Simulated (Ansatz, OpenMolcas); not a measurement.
CH4S (methanethiol): from total energies to a heat of formation

CH4S: 6 atoms, total charge 0, spin state singlet. As SMILES, `CS`. Geometry: relaxed at PBE0-D4/def2-TZVP.

Total energies at HF/3-21G (OpenMolcas 26.06); the atoms run unrestricted:

| species | state | energy (Eh) |
| --- | --- | --- |
| CH4S | singlet | -435.523260 |
| C | triplet | -37.481070 |
| S | triplet | -395.551336 |
| H | doublet | -0.496199 |

Harmonic wavenumbers at PBE0-D4/def2-TZVP, in cm⁻¹: 244, 731, 804, 972, 1099, 1353, 1466, 1481, 2714, 3068, 3158, 3161.

Measured heats of formation of the gaseous atoms at 298.15 K, in kJ/mol: C 716.9, S 277.0, H 218.0. Spin-orbit lowering of the atoms at 298 K (mean of the ground term's levels less their thermal mean, from spectra), in kJ/mol: C 0.02, S 1.88. Take 1 Eh = 2625.50 kJ/mol, 1 cm⁻¹ = 0.0119627 kJ/mol, RT = 2.479 kJ/mol.

Work out the heat of formation of the gas at 298 K.


1. Electronic atomisation energy: (-37.481070) + (-395.551336) + 4 × (-0.496199) − (-435.523260) = 0.506058 Eh = 1328.7 kJ/mol.
2. Zero-point energy: half the sum of the wavenumbers, 10125.5 cm⁻¹ = 121.1 kJ/mol.
3. Thermal vibrational enthalpy, Σ hcν̃/(exp(hcν̃/kT) − 1): 2.0 kJ/mol. Translation, rotation and pV of a non-linear molecule: 4 RT = 9.9 kJ/mol.
4. The 6 free atoms carry 5/2 RT each: 37.2 kJ/mol.
5. Spin-orbit coupling lowers the free atoms by 0.02 + 1.88 = 1.9 kJ/mol.
6. Atomisation enthalpy at 298 K: 1328.7 − 1.9 − 121.1 − 2.0 − 9.9 + 37.2 = 1231.0 kJ/mol.
7. Sum of the atoms' heats of formation: 1865.9 kJ/mol. Heat of formation: 1865.9 − 1231.0 = +634.9 kJ/mol.

The tabulated value is -22.9 kJ/mol (CRC Handbook of Chemistry and Physics), so this level is off by +657.8 kJ/mol, or 34.8 % of the atomisation enthalpy. Hartree–Fock leaves out correlation, which is larger in the molecule than in the atoms, so it underbinds and puts the heat of formation too high. A basis without polarisation functions underbinds badly. Anharmonicity and any spin-orbit splitting of the molecule are left out.
